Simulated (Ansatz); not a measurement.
```yaml
crystal:
  periodic: [false, false, false]
  atoms:
    - {symbol: N, position_ang: [-2.137725, -0.179252, -0.002105]}
    - {symbol: Ga, position_ang: [-0.381895, 0.122553, 0.000926]}
    - {symbol: P, position_ang: [1.917343, -0.214279, -0.001271]}
    - {symbol: H, position_ang: [-2.795777, 0.598270, 0.004262]}
basis:
  gaussian: {orbitals: def2-TZVP}
magnetization: {spin_polarized: true, initial_magnetization: 2}
hamiltonian: {xc: pbe0}
relax: {f_tol: 0.004, max_steps: 80}
```

```sh
$ ansatz run in.yaml --threads 1 --pin off --events-out ev --progress --plain --max-ram 2176MiB
```

Steps of the relaxation (energy above the last step; positions in Å, forces in eV/Å):

```
4
step 1, 110.8 meV
N    -2.138   -0.179   -0.002    1.503    0.156    0.002
Ga   -0.382    0.123    0.001   -0.711   -0.415   -0.004
P     1.917   -0.214   -0.001   -0.942    0.177    0.001
H    -2.796    0.598    0.004    0.150    0.082    0.001
```

```
4
step 2, 14.3 meV
N    -2.112   -0.188   -0.002    0.567    0.151    0.001
Ga   -0.387    0.088    0.001   -0.334   -0.215   -0.002
P     1.842   -0.187   -0.001   -0.276    0.077    0.001
H    -2.741    0.613    0.004    0.043   -0.013    0.000
```

```
4
step 3, 0.4 meV
N    -2.106   -0.187   -0.002    0.023    0.069    0.001
Ga   -0.395    0.039    0.000   -0.062   -0.033    0.000
P     1.814   -0.157   -0.001    0.034    0.006    0.000
H    -2.711    0.632    0.005    0.006   -0.042    0.000
```

```
4
step 5, 0.1 meV
N    -2.107   -0.184   -0.002    0.012    0.017    0.000
Ga   -0.396    0.030    0.000   -0.008   -0.003    0.000
P     1.817   -0.154   -0.001   -0.002   -0.001    0.000
H    -2.712    0.634    0.005   -0.001   -0.013    0.000
```

```
4
step 6, 0.0 meV
N    -2.104   -0.181   -0.002   -0.001    0.000    0.000
Ga   -0.394    0.034    0.000    0.001    0.001    0.000
P     1.818   -0.157   -0.001   -0.001    0.000    0.000
H    -2.717    0.631    0.005    0.000    0.000    0.000
```

Close pairs at the end: N1–H4 1.017 Å, N1–Ga2 1.723 Å, Ga2–P3 2.220 Å.

A stationary point of unrestricted PBE0 after 6 steps, with ⟨S²⟩ = 2.050 against 2.00 for a pure state; no frequencies were run, so it isn't proven a minimum. 45 s on 1 thread of Intel Xeon Platinum 8375C, shared host.
